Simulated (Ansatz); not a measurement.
System: fcc Al. Method: PBEsol (PAW; Ansatz, a first-principles code).

A relaxed, unreconstructed slab of the (221) face has 18 atoms, two equal faces of 24.181 Å² each and an energy of -9438.5404 eV. A bulk cell of 18 atoms with the same orientation and in-plane k mesh has -9441.8814 eV. Energies are extrapolated to zero smearing.

Run with plane-wave cutoff 500 eV, 8×20×1 k mesh (along the axes of the cell as run), Fermi–Dirac smearing 0.1 eV, scalar-relativistic PAW data made under PBE.

Worked out: γ = (E_slab − N E_bulk per atom)/2A = [-9438.5404 − 18 × (-9441.8814/18)]/(2 × 24.181) = 0.0691 eV/Å². With 16.022 J/m² per eV/Å² this is 1.11 J/m², or 1.67 eV per surface cell and face.
